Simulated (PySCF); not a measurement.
Gas-phase reaction: BHCl2 + BH2 = BH3 + BCl2

Method: PySCF energies plus ideal-gas RRHO corrections (1 bar). S°(298 K) at PBE0/def2-TZVP differs from the NASA 1993 table for BH2 (+14 J/mol/K); whether the harmonic model or the table's entry is off was not settled. † marks an energy on the PBE0/def2-TZVP geometry and frequencies; other levels use their own. CCSD(T) freezes the core. 6-31G* has spherical d functions here. Open shells (unrestricted): BH2 (multiplicity 2), BCl2 (multiplicity 2); the rest are closed-shell singlets. B3LYP is the form with VWN-RPA correlation. CCSD(T) isn't extrapolated to the basis-set limit; its ΔH°(298 K) is 1.4 kJ in def2-SVP and -0.3 kJ in def2-TZVPP. The harmonic model lacks anharmonicity and excited electronic states, which grow with temperature; levels with a mode under 35 cm⁻¹ are left out.

```csv
level,"ΔE electronic, kJ","ΔH°(298 K), kJ","ΔS°(298 K), J/K","ΔG°(800 K), kJ"
B3LYP/6-31G*,-8,-5,-3,-1
B3LYP/def2-TZVP†,-9,-6,-3,-2
CCSD(T)/def2-SVP†,-2,1,-3,5
CCSD(T)/def2-TZVPP†,-4,0,-3,4
HF/def2-TZVP†,1,4,-3,8
M06-2X/def2-TZVP†,-8,-5,-3,-1
PBE/def2-SVP,-7,-4,-4,0
PBE0/def2-SVP†,-4,0,-3,4
PBE0/def2-TZVP,-8,-4,-3,0
r2SCAN/def2-TZVP†,-10,-7,-3,-3
ωB97X-V/def2-TZVP†,-5,-2,-3,2
```
ΔH° is lowest at r2SCAN/def2-TZVP† and highest at HF/def2-TZVP†. No reference value is set beside these.
